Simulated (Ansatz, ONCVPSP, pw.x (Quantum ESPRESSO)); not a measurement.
## What a changed setting does to a pw.x run (bcc Ga)

Potential: optimised norm-conserving Vanderbilt (ONCV), ONCVPSP 4.0.1.1 (patched build), PBEsol; core [Ar] 3d10, reference 4s2 4p1; waves: 4s: rc 1.85 bohr, ncon 3, nbas 7, qcut 3.3 1/bohr, 2 projectors, debl 3.4 Ha; 4p: rc 2.50 bohr, ncon 4, nbas 9, qcut 3.4 1/bohr, 2 projectors, debl 3.5 Ha; d scattering state at 0.09 Ha: rc 2.55 bohr, ncon 4, nbas 8, qcut 4.3 1/bohr, 2 projectors, debl 3 Ha; local part: polynomial inside 1.30 bohr (lpopt 2, dvloc0 -1 Ha); core correction: Teter function, fcfact 2, rcfact 1.25.

The reference run (k-mesh 14³, cutoffs 90/360 Ry, Fermi–Dirac 0.01 Ry, mixing_beta 0.4, conv_thr 1e-9, no spin) gives -0.68 GPa at 18.120 Å³/atom, where all-electron LAPW gives -0.58 GPa. This run, with its own iteration cap, changes input_dft to sla+noc, a wrong or extreme entry chosen on purpose.

```
&control
  calculation='scf', prefix='x', pseudo_dir='./', outdir='./tmp', tstress=.true., disk_io='none'
/
&system
  ibrav=0, nat=1, ntyp=1, ecutwfc=90, ecutrho=360, nbnd=8,
  occupations='smearing', smearing='fd', degauss=0.01, input_dft='sla+noc'
/
&electrons
  conv_thr=1e-09, mixing_beta=0.4, electron_maxstep=70
/
ATOMIC_SPECIES
Ga 1.0 Ga.UPF
CELL_PARAMETERS angstrom
  -1.65462431 1.65462431 1.65462431
  1.65462431 -1.65462431 1.65462431
  1.65462431 1.65462431 -1.65462431
ATOMIC_POSITIONS crystal
Ga 0.0000 0.0000 0.0000
K_POINTS automatic
14 14 14 0 0 0
```

```bash
pw.x < Ga.scf.in > Ga.scf.out
```

**Question.** How does the run end?

**Answer.** It converges in 6 iterations; the free energy moves by +4.36 eV/atom and the pressure by +5.03 GPa. The functional is no longer that of the file, so the result is not meaningful.

```
Exchange-correlation= SLA+NOC
     Message from routine setup:
     using ibrav=0 with symmetry is DISCOURAGED, use correct ibrav instead
     lattice parameter (alat)  =       5.4158  a.u.
     unit-cell volume          =     122.2798 (a.u.)^3
     number of electrons       =         3.00
     number of Kohn-Sham states=            8
     kinetic-energy cutoff     =      90.0000  Ry
     charge density cutoff     =     360.0000  Ry
     scf convergence threshold =      1.0E-09
     Exchange-correlation= SLA+NOC
     number of k points=   104  Fermi-Dirac smearing, width (Ry)=  0.0100
     iteration #  1     ecut=    90.00 Ry     beta= 0.40
     total energy              =      -4.47137043 Ry
     estimated scf accuracy    <       0.00307724 Ry
     iteration #  2     ecut=    90.00 Ry     beta= 0.40
     total energy              =      -4.47097526 Ry
     estimated scf accuracy    <       0.00094409 Ry
     iteration #  3     ecut=    90.00 Ry     beta= 0.40
     total energy              =      -4.47102132 Ry
     estimated scf accuracy    <       0.00000091 Ry
     iteration #  4     ecut=    90.00 Ry     beta= 0.40
     c_bands:  1 eigenvalues not converged
     total energy              =      -4.47102253 Ry
     estimated scf accuracy    <       0.00000001 Ry
     iteration #  5     ecut=    90.00 Ry     beta= 0.40
     total energy              =      -4.47102254 Ry
     estimated scf accuracy    <          2.2E-09 Ry
     iteration #  6     ecut=    90.00 Ry     beta= 0.40
     the Fermi energy is     7.4472 ev
!    total energy              =      -4.47102254 Ry
     estimated scf accuracy    <          6.1E-12 Ry
     smearing contrib. (-TS)   =      -0.00175709 Ry
     The total energy is F=E-TS. E is the sum of the following terms:
     one-electron contribution =       2.43698496 Ry
     hartree contribution      =       0.01468687 Ry
     xc contribution           =      -1.68343577 Ry
     ewald contribution        =      -5.23750151 Ry
     convergence has been achieved in   6 iterations
          total   stress  (Ry/bohr**3)                   (kbar)     P=       43.51
     Message from routine punch:
     Nothing written, as per user request (disk_io='none')
```

The run took about 31 s on one core of a shared host (Neoverse-N1, 64 threads, 498 GiB, load 23).
